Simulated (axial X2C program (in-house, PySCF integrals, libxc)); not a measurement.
# Nuclear properties of HSiF

Computed with an in-house all-electron X2C program for linear molecules (integrals from PySCF): two-component X2C with atomic mean-field Coulomb and Gaunt terms, Gaussian nuclei, basis H dyall-v3z, Si dyall-v3z, F dyall-av3z with contracted cores.

H–Si–F held linear, with bonds 1.637 and 1.645 Å (near the PBE0 minimum at charge 0 of the determinant lowest at the starting distance; the state shown can have its own minimum elsewhere, held linear; other orders of the atoms were not compared).

Determinant lowest in the PBE0 search, Ω = 2 (⟨Sz⟩ = 1.00, ⟨Lz⟩ = 1.00 at PBE0), spin on the atoms H 0.24, Si 0.77, F -0.01:

| level | Eeff magnitude (GV/cm) | Ws magnitude Si (kHz) | Ws magnitude F (kHz) | A∥/gI H (MHz) | qzz H (a.u.) | A∥/gI Si (MHz) | qzz Si (a.u.) | A∥/gI F (MHz) | qzz F (a.u.) | μ (D) |
| --- | --- | --- | --- | --- | --- | --- | --- | --- | --- | --- |
| PBE0 | 0.0511 | 0.0156 | 0.00598 | 36 | 0.08 | 374 | -0.75 | 99.4 | 0.85 | -1.02 |
| HF | 0.0707 | 0.0195 | 0.00629 | 38.9 | 0.08 | 413 | -0.76 | 104 | 0.92 | -1.21 |
| TPSSh | 0.0535 | 0.0159 | 0.00583 | 37.4 | 0.08 | 377 | -0.70 | 98.1 | 0.81 | -0.92 |

Determinant 0.45 eV from it at PBE0 and this distance, Ω = 0 (closed shell), highest spinor 26% H s, 26% Si d, 16% Si s:

```
level  qzz H (a.u.)  qzz Si (a.u.)  qzz F (a.u.)  μ (D)
 PBE0          0.08          -1.93         -0.28  -0.27
   HF          0.08          -1.85         -0.11  -0.41
TPSSh          0.08          -1.87         -0.35  -0.18
```

Eeff is the effective electric field on the electron electric dipole moment in this Ω state and Ws the scalar–pseudoscalar constant of the nucleus named (defined with the proton number Z and per Ω); A∥ (defined per Ω) follows by multiplying with gI = μI/(I μN); qzz is the electric field gradient, eQq0 = 234.96 MHz × Q/barn × qzz; μ is positive if the F end (last atom) is positive. The operators were transformed with the bare-nucleus X2C matrices; with these basis sets, hyperfine constants and field gradients can be off by tens of per cent, and where levels differ in sign neither size nor sign is settled.

(1) With gI(1H) = 5.5857, gI(29Si) = -1.1106, gI(19F) = 5.2577 (g factors from the IAEA table of nuclear moments by Stone), turn the PBE0 values of the first state into constants in MHz.

The molecule was held linear; bending was not examined, so a bent shape may lie lower.

Each state is one determinant with collinear spin, which with several unpaired electrons need not be a pure state. Unrestricted Hartree–Fock can overshoot spin polarisation at the nuclei. With several open shells hyperfine constants can be off by a factor of several. Open-shell Ω = 0 determinants with evenly filled partner blocks cannot be reached by this program, so the Ω shown need not be the lowest component. States lie within half an eV, so the first need not be the ground state. PBE0 term energies can be off by some tenths of an eV.

Results:

(1) A∥(1H) = 36 × 5.5857 = 201 MHz; A∥(29Si) = 374 × -1.1106 = -415 MHz; A∥(19F) = 99.4 × 5.2577 = 523 MHz.
